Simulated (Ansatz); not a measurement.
## Ansatz (development build ahead of 0.2.0) run

```yaml
crystal:
  periodic: [false, false, false]
  atoms:
    - { symbol: C, position_ang: [0.0, 0.0, 0.0] }
    - { symbol: F, position_ang: [0.69884, 0.69884, 0.69884] }
    - { symbol: F, position_ang: [0.69884, -0.69884, -0.69884] }
    - { symbol: F, position_ang: [-0.69884, 0.69884, -0.69884] }
    - { symbol: F, position_ang: [-0.69884, -0.69884, 0.69884] }
basis:
  gaussian: { orbitals: STO-3G }
hamiltonian:
  xc: hf
```

The input is written out in the form of the current development build from the run's settings.

Results

- Converged: yes
- Total energy: -429.42522 hartree
- Spin squared of the determinant: 0.000

Caution: no unrestricted run beside it, a lower state can exist.
